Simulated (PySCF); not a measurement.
A structure optimised at B3LYP-D3(BJ)/def2-TZVP, used in a PySCF frequency run:

```xyz
4

F     -1.0709     0.6183    -0.1252
N      0.0000     0.0000     0.4827
F      0.0000    -1.2366    -0.1252
F      1.0709     0.6183    -0.1252
```
Charge 0, spin multiplicity 1.

### Question
Write its SMILES, formula and point group.

### Answer
FN(F)F, F₃N, C3v

### Question
What are its rotational constants (standard atomic weights)?

### Answer
10.587, 10.587, 5.7984 GHz
